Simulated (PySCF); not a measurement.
C₂F₄, charge -1, multiplicity 2. Atoms are numbered in the order given.

```xyz
6

F     -1.4069    -0.0516     1.1073
C     -0.6579     0.3309     0.0000
F     -1.4069    -0.0516    -1.1073
C      0.6579    -0.3309     0.0000
F      1.4069     0.0516    -1.1073
F      1.4069     0.0516     1.1073
```
Charge -1, spin multiplicity 2.

Geometry: ωB97X-D3(BJ)/def2-SVPD. The multiplicity is an assumed one; other spin states were not compared.

All values below come from SMD-PBE0/def2-SVPD in PySCF.

Solvation free energies are E(SMD) − E(gas) at the gas-phase geometry, for 1 M in both phases.

```csv
solvent,ΔG(solv) (kcal/mol),its non-electrostatic (CDS) part
water,-51.0,5.6
chlorobenzene,…,…
ethylethanoate,-45.2,2.3
```

Complete the blanks. (The exact figures need the calculation; the answer reports its results.)


- chlorobenzene, ΔG(solv) (kcal/mol): -44.7
- chlorobenzene, its non-electrostatic (CDS) part: 2.3
